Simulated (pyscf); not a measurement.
Atom transfer: H₃C–CH₂–Cl (SMILES CCCl) + H• (SMILES [H]) → •H₂C–CH₃ (SMILES [CH2]C) + HCl (SMILES Cl)

Gas phase, doublet surface, charge 0. Bonds broken: C2–Cl3. Bonds formed: Cl3–H9. PySCF, gas phase, ωB97X-D3(BJ)/def2-SVP geometries. Correlated levels are frozen-core, on RHF or UHF. ΔMP2 is the change of the MP2 total energy from the triple- to the quadruple-zeta basis.

Transition state (Å):

```xyz
9

C      0.1617    -0.2296    -0.5166
C     -0.7640    -0.3295     0.6668
Cl    -1.0414     1.4771     1.4016
H     -0.2679     0.4111    -1.3012
H      0.3327    -1.2322    -0.9465
H      1.1361     0.1880    -0.2220
H     -1.7829    -0.6577     0.4269
H     -0.3584    -0.8842     1.5220
H     -1.2494     3.0009     1.9846
```

One imaginary mode, 1140i cm⁻¹; descent along it reached the two sides named.

```csv
bond,change,reactant side (Å),saddle,product side
C2–Cl3,breaks,1.791,1.970,3.3
Cl3–H9,forms,3.6,1.645,1.284
```

Electronic energies relative to the separated reactants (eV):

```tsv
level	barrier	reaction energy	reverse barrier
ωB97X-D3(BJ)/def2-TZVP	0.52	-0.71	1.23
PBE/def2-TZVP	0.15	-0.74	0.88
r²SCAN/def2-TZVP	0.09	-0.93	1.02
B3LYP-D3(BJ)/def2-TZVP	0.20	-0.89	1.09
PBE0-D3(BJ)/def2-TZVP	0.30	-0.74	1.04
M06-2X/def2-TZVP	0.48	-0.71	1.19
ωB97M-D3(BJ)/def2-TZVP	0.49	-0.79	1.27
HF/def2-TZVP	0.93	-0.95	1.88
MP2/def2-QZVPP	0.65	-0.59	1.24
CCSD/def2-TZVPP	0.50	-0.93	1.43
CCSD(T)/def2-TZVPP	0.45	-0.84	1.30
CCSD(T)/def2-TZVPP + ΔMP2(QZVPP)	0.42	-0.83	1.25
```

With CCSD(T)/def2-TZVPP + ΔMP2(QZVPP) energies and thermal terms (ideal gas, 1 atm, RRHO with modes under 100 cm⁻¹ raised to 100, one conformer, R ln 2 for chiral ones without a mode under 150 cm⁻¹), in eV:

| T (K) | ΔH‡ | ΔG‡ | ΔH | ΔG |
|---|---|---|---|---|
| 298 | 0.39 | 0.66 | -0.82 | -0.99 |
| 600 | 0.38 | 0.93 | -0.83 | -1.16 |
| 900 | 0.37 | 1.21 | -0.85 | -1.32 |
| 1200 | 0.36 | 1.49 | -0.88 | -1.47 |

This is the saddle that the search found; another between the same sides may lie lower. The angle at the transferred Cl is 179°. The CCSD(T) − MP2 part came from Ansatz, without density fitting, on the same reference.
